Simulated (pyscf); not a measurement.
Routes from F–GeH: (SMILES [F][GeH]) [singlet] + H₂O (SMILES O)

Candidate steps break at most two bonds and form at most two. Each was searched with GFN2-xTB (tblite) first. Single points on ωB97X-D3(BJ)/def2-SVP structures (PySCF, gas phase). MP2 and CC: frozen core, UHF for open shells. ΔMP2 is the change of the MP2 total energy from the triple- to the quadruple-zeta basis. Energies: CCSD(T)/def2-TZVPP + ΔMP2(QZVPP), eV, from the separated reactants, singlet surface.

```csv
products,type,ΔE‡,ΔE,ΔG‡ 298 K,ΔG‡ 900 K,ν‡ (cm⁻¹)
HO–GeH: [singlet] + HF,four-centre exchange,-0.02,+0.18,–,–,351i
HO–GeH₂–F,insertion,1.08,-1.64,1.45,2.34,1537i
```

A dash marks a saddle under its separated products, whose escape then sets the rate. Row 1: On the reactant side the descent ends in an adduct with a Ge–O contact, 0.71 eV under the separated species and 0.61 eV under the saddle at ωB97X-D3(BJ)/def2-TZVP. On the product side the descent ends in a bound adduct, 0.39 eV under the separated species and 0.07 eV under the saddle at ωB97X-D3(BJ)/def2-TZVP. Row 2: On the reactant side the descent ends in an adduct with a Ge–O contact, 0.71 eV under the separated species and 1.75 eV under the saddle at ωB97X-D3(BJ)/def2-TZVP. 

Plain bond fissions and candidates not yet searched are not listed, and one of them may be faster. Each barrier is that of the saddle found; lower ones may exist. The CCSD(T) − MP2 part came from Ansatz, without density fitting, on the same reference. The frozen core leaves the outer d or s,p core shells of the metals and heavy elements correlated in the MP2 and CC values, and def2-TZVPP describes them poorly, which can shift differences by a few kcal/mol. Elements up to Kr have no core potential and no relativistic terms here.
